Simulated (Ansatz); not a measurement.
## CH5BS, SMILES CBS: a nudged elastic band for an internal rotation

Run with Ansatz 0.2.0 through its Python package.

`ch5bs.xyz`
```text
8

C    -0.58660    0.70580   -0.27260
B     0.68860   -0.08540   -0.04170
S     0.78100   -1.25200    1.41340
H    -1.41420    0.06610   -0.42730
H    -0.51810    1.37130   -1.20960
H    -0.82940    1.41880    0.59050
H     1.63240    0.02860   -0.77840
H     0.33850   -2.31030    0.67000
```

`run_neb.py`:
```python
import ansatz as az
import numpy as np

BASIS = "def2-SVP"
XC = "hf"


def main() -> None:
    mol = az.Crystal.molecule_from_extxyz("ch5bs.xyz")

    base = mol.calculation().basis(gaussian=BASIS).functional(XC)
    symbols = [site.symbol for site in mol.cartesian_sites]
    start = np.array([site.position_ang for site in mol.cartesian_sites], dtype=float)
    rep = base.relax(force_tolerance=0.005, max_steps=100).run(threads=1, backend="cpu").report
    end = np.array(rep["positions_ang"])

    first, second, third = [3, 4, 5]
    turned = end.copy()
    turned[[first, second, third]] = end[[second, third, first]]
    listed = lambda xyz: [{"symbol": s, "position_ang": p.tolist()} for s, p in zip(symbols, xyz)]
    deck = base.input().to_dict()
    deck["crystal"]["atoms"] = listed(end)
    deck["neb"] = {"final_atoms": listed(turned), "images": 5, "initial_path": "idpp", "f_tol": 0.03, "max_iterations": 40}
    rounds = []
    band = az.Session.from_dict(deck).plan().execute(on_event=lambda e: rounds.append(e["data"]) if e["event"] == "neb_iteration" else None)
    for each in rounds:
        print(f"round {each['iteration']:2d}  largest band force {each['band_force_max_ev_ang']:.4f} eV/A")
    images = rounds[-1]["images"]
    for image in images:
        print(f"s = {image['path_coordinate_ang']:6.3f} A   {23.060548 * (image['lagrangian_ev'] - images[0]['lagrangian_ev']):8.3f} kcal/mol")


if __name__ == "__main__":
    main()
```

```console
$ python run_neb.py
round  1  largest band force 0.5172 eV/A
round  2  largest band force 0.2810 eV/A
round  3  largest band force 0.1259 eV/A
round  4  largest band force 0.0331 eV/A
round  5  largest band force 0.0171 eV/A
s =  0.000 A      0.000 kcal/mol
s =  0.454 A      0.189 kcal/mol
s =  0.909 A      0.685 kcal/mol
s =  1.363 A      0.988 kcal/mol
s =  1.816 A      0.685 kcal/mol
s =  2.270 A      0.189 kcal/mol
s =  2.724 A      0.000 kcal/mol
```

The energies are electronic: no zero-point or thermal terms, and the basis set is short of its limit. Hardware and time: 73 s on 1 thread of Arm Neoverse V1, with other jobs on the host, peak memory 0.22 GiB.
